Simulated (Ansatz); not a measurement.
Reaction (substitution at a C–C bond): `CCCCF` + HCl → `FCCCCl` + CH₄

Calculated with Ansatz (gas phase, PBE0-D4/def2-TZVP geometries, no zero-point term in ΔE). CBS: MP2 limit from def2 TZ/QZ plus the TZ coupled-cluster correction, frozen cores. This one scheme is used for every species. Each species was taken in one conformer, which may not be the lowest.

```
 species  CCSD/def2-TZVPP energy (Eh)
 `CCCCF`                   -257.25530
     HCl                   -460.32332
`FCCCCl`                   -677.14129
     CH₄                    -40.43238
```

Work out ΔE.

ΔE = (-677.14129) + (-40.43238) − (-257.25530) − (-460.32332) = 0.00495 Eh = +0.13 eV. CCSD(T)/CBS gives +0.09 eV.

Largest T1 diagnostic among the species: 0.010.

From PBE to PBE0 (25 % exact exchange), in def2-TZVPP and without D4, ΔE moves by +0.03 eV.
